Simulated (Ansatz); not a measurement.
# C₃H− (SMILES C1#C[CH-]1): functionals against CCSD(T) at one geometry

An exercise on one series of results from a longer session: the logs are not shown, and one member is left open.

Computed with Ansatz 0.2.0, Gaussian basis. Level: single points in def2-TZVPPD.

Correlated methods freeze the cores.

## The starting structure

SMILES `C1#C[CH-]1`, 4 atoms, charge -1, spin multiplicity 1.

Atoms are counted from 1 here; the program's logs count them from 0.

Bond lengths: C1–C2 1.544 Å, C1–C3 1.461 Å, C2–C3 1.331 Å, C3–H4 1.049 Å. Angles: C2–C1–C3 52.5°, C1–C2–C3 60.6°, C1–C3–C2 67.0°, C1–C3–H4 142.8°, C2–C3–H4 146.3°.

Coordinates:

```xyz
4

C     1.1259   -0.3093    0.3048
C    -0.2567   -0.3150    0.9929
C    -0.1362    0.1994   -0.2284
H    -0.6253    0.4477   -1.1223
```

The first run:

run/in.yaml reads:

```yaml
crystal:
  periodic: [false, false, false]
  atoms:
    - {symbol: C, position_ang: [1.125900, -0.309300, 0.304800]}
    - {symbol: C, position_ang: [-0.256700, -0.315000, 0.992900]}
    - {symbol: C, position_ang: [-0.136200, 0.199400, -0.228400]}
    - {symbol: H, position_ang: [-0.625300, 0.447700, -1.122300]}
basis:
  gaussian: {orbitals: "def2-TZVPPD.json"}
total_charge: -1
correlation: {method: ccsd_t}
output: {forces: true}
```

The basis file named in the input lies beside it (Basis Set Exchange, JSON).

No record of the launch command was kept for these runs.

Steps of the session up to this table: CCSD(T)/def2-TZVPPD; PBE0-D4/def2-TZVPPD; wB97M-V/def2-TZVPPD; r2SCAN-D4/def2-TZVPPD; PBE-D4/def2-TZVPPD; BHLYP-D4/def2-TZVPPD; BLYP-D4/def2-TZVPPD.

One of the session's tables, all rows but one given; the rest of the session is left out.

| method | RMS force component (eV/Å) | angle to CCSD(T) forces (°) |
| --- | --- | --- |
| CCSD(T) | 1.514 | reference |
| PBE0-D4 | 1.699 | 14.7 |
| wB97M-V | 1.670 | 16.0 |
| r2SCAN-D4 | 1.626 | 10.9 |
| PBE-D4 | ? | ? |
| BHLYP-D4 | 1.814 | 24.6 |
| BLYP-D4 | 1.488 | 5.4 |

Estimate the missing values for PBE-D4.

**Answer.** RMS force component (eV/Å): 1.565; angle to CCSD(T) forces (°): 5.5. In the column «RMS force component (eV/Å)» it lies between CCSD(T) (1.514) and r2SCAN-D4 (1.626).

To keep in mind: The anion's highest level is positive in at least one run, so there the basis alone may hold the extra electron.
